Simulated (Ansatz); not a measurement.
`C=C(N)CN`, relaxed with RKS PBE-D4/def2-SVP in the Gaussian-basis code of Ansatz from a rough embedded geometry. The force threshold is 0.03 eV/Å; the program also tests the step.

The species carries charge 0 and has multiplicity 1.

Start:

```xyz
13

C    -0.159   -0.680    1.745
C     0.231   -0.205    0.541
N     1.573    0.069    0.172
C    -0.912    0.064   -0.498
N    -0.282    0.718   -1.712
H    -1.119   -0.905    2.020
H     0.642   -0.943    2.485
H     1.521    0.765   -0.538
H     2.126    0.273    1.016
H    -1.583    0.806   -0.029
H    -1.377   -0.807   -0.737
H    -1.050    0.837   -2.351
H     0.388    0.006   -2.114
```

Question: By how much does the energy fall, and how many steps does the optimiser take? (Estimate.)

Answer: The calculation gave: 17.79 kcal/mol, in 18 steps, 3 of them rejected.

Question: Which bonds change most? (Estimate.)

Answer: Computed: C4–H11 from 1.016 to 1.115 Å; C1–H6 from 1.024 to 1.098 Å; C4–N5 from 1.516 to 1.467 Å; C2–C4 from 1.568 to 1.520 Å.

Question: Give the relaxed structure. (Estimate.)

Answer: The calculation gave: 
```xyz
13

C    -0.063   -0.950    1.620
C     0.194   -0.056    0.630
N     1.343    0.706    0.491
C    -0.835    0.272   -0.439
N    -0.195    0.331   -1.759
H    -1.035   -1.460    1.663
H     0.666   -1.160    2.418
H     1.509    0.954   -0.493
H     2.171    0.380    0.991
H    -1.241    1.286   -0.226
H    -1.685   -0.445   -0.353
H    -0.823    0.765   -2.445
H    -0.007   -0.622   -2.098
```
